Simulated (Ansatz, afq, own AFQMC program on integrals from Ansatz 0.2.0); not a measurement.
AlNH₂, triplet → AlNH2⁺, quartet

```tsv
atom	x (Å)	y (Å)	z (Å)
Al	0.0000	-0.0849	0.6205
N	0.0000	0.0356	-1.1435
H	0.0000	1.3500	1.3538
H	0.0000	0.4271	-2.0731
```

Connectivity, by distances: AlH–NH.

E(quartet, charge +1) − E(triplet, charge +0) at this geometry, on UHF and UHF determinants.

Basis cc-pVDZ. Only valence electrons are correlated. Ansatz 0.2.0 and our own AFQMC program on the same integrals; the CISD trial comes from CCSD amplitudes, and released means the phaseless constraint is let go. ± is one standard error of the sampling. The errors of all members are added in quadrature.

No full CI on the walks' own integrals is used here; CCSDT(Q) serves as the reference and is uncertain by about the last step of the cluster series. Each member takes its own surest rung, up to full CI.

The best estimate is CCSD(T) at the basis-set limit (CBS: def2-TZVPP and def2-QZVPP, with their diffuse functions for anions and beside diffuse sets, CCSD(T) itself extrapolated) plus the step from CCSD(T) to CCSDT(Q) in cc-pVDZ. Rows without CBS are in cc-pVDZ, the functionals in def2-TZVP; B2PLYP and the wave-function rows carry a basis error of their own. Core correlation and relativity beyond core potentials are missing, and ± holds the sampling alone.

Cautions: AlNH₂ (triplet): another spin lies lower, the released energies move by 1.5 errors or more from one time to the next, so no released level is given (meV from the phaseless value at times in 1/Eh: -3 ± 3 at 0.24, -9.5 ± 2.3 at 0.51, -8 ± 3 at 0.99, -7.6 ± 2.1 at 1.62, -12 ± 3 at 2.40), though the last usable value meets CCSDT(Q) within the noise; AlNH₂⁺ (quartet): lower spins were not checked, the released energies move by 1.5 errors or more from one time to the next, so no released level is given (meV from the phaseless value at times in 1/Eh: -2.6 ± 1.9 at 0.24, -4.7 ± 1.8 at 0.51, -7.3 ± 1.5 at 0.99, -6.8 ± 1.3 at 1.62, -11 ± 3 at 2.40), though the last usable value meets CCSDT(Q) within the noise, the ph-AFQMC/CISD walk drifts between its halves (2.1 errors); this needn't be the first ionization; core correlation is missing, and it shifts such a gap most where an s electron is promoted.

```
  level  vertical ionization energy (kJ/mol)
wB97M-V                                936.5
 B2PLYP                                935.2
    MP2                                896.1
```

(1) From these cheaper values, estimate the vertical ionization energy at the level of the best estimate.

(1) 949.0 kJ/mol (best estimate, highest rung CCSDT(Q)).

```json
{"level": "HF", "vertical ionization energy (kJ/mol)": "775.1", "error against the best estimate (kJ/mol)": "-173.9"}
{"level": "CCSD", "vertical ionization energy (kJ/mol)": "888.3", "error against the best estimate (kJ/mol)": "-60.7"}
{"level": "CCSD(T)", "vertical ionization energy (kJ/mol)": "893.9", "error against the best estimate (kJ/mol)": "-55.1"}
{"level": "CCSDT", "vertical ionization energy (kJ/mol)": "894.7", "error against the best estimate (kJ/mol)": "-54.3"}
{"level": "CCSDT(Q)", "vertical ionization energy (kJ/mol)": "895.6", "error against the best estimate (kJ/mol)": "-53.5"}
{"level": "ph-AFQMC/CISD", "vertical ionization energy (kJ/mol)": "895.1 ± 0.3", "error against the best estimate (kJ/mol)": "-53.9 ± 0.3"}
{"level": "HF/CBS", "vertical ionization energy (kJ/mol)": "785.7", "error against the best estimate (kJ/mol)": "-163.3"}
{"level": "MP2/CBS", "vertical ionization energy (kJ/mol)": "951.5", "error against the best estimate (kJ/mol)": "2.5"}
{"level": "CCSD(T)/CBS", "vertical ionization energy (kJ/mol)": "947.4", "error against the best estimate (kJ/mol)": "-1.6"}
{"level": "PBE", "vertical ionization energy (kJ/mol)": "938.6", "error against the best estimate (kJ/mol)": "-10.4"}
{"level": "r2SCAN", "vertical ionization energy (kJ/mol)": "935.0", "error against the best estimate (kJ/mol)": "-14.0"}
{"level": "PBE0", "vertical ionization energy (kJ/mol)": "932.9", "error against the best estimate (kJ/mol)": "-16.1"}
{"level": "B3LYP", "vertical ionization energy (kJ/mol)": "943.9", "error against the best estimate (kJ/mol)": "-5.1"}
```

Correlation beyond CCSD(T) adds 1.6 kJ/mol. Going to the basis-set limit adds 53.5 kJ/mol at CCSD(T). The perturbative (T) step is worth +5.6 kJ/mol.

Best estimates are given only where the step beyond CCSD(T) is under 0.3 eV and no member's determinant is very poor (T1 over 0.05, or 0.07 for open shells, ⟨S²⟩ too high by 0.3, two states mixed), so the hardest cases are missing from such tables.

The functionals ran in a triple-zeta set and keep a basis error of their own, a few kJ/mol for each bond in atomization energies and more for double hybrids, so close places among them and the extrapolated levels can swap.

CCSDT and higher add their correlation energy to the determinant of the CCSD(T) run, since their own runs factorise the integrals more tightly (a shift of under 2 meV). Each member of a difference takes its own highest rung, so a best estimate needn't equal the limit plus the step of one row. A walk keeps the symmetry of its determinant, which the program's search chose and which needn't be the lowest solution, so a lower state of the same spin and another symmetry isn't excluded.
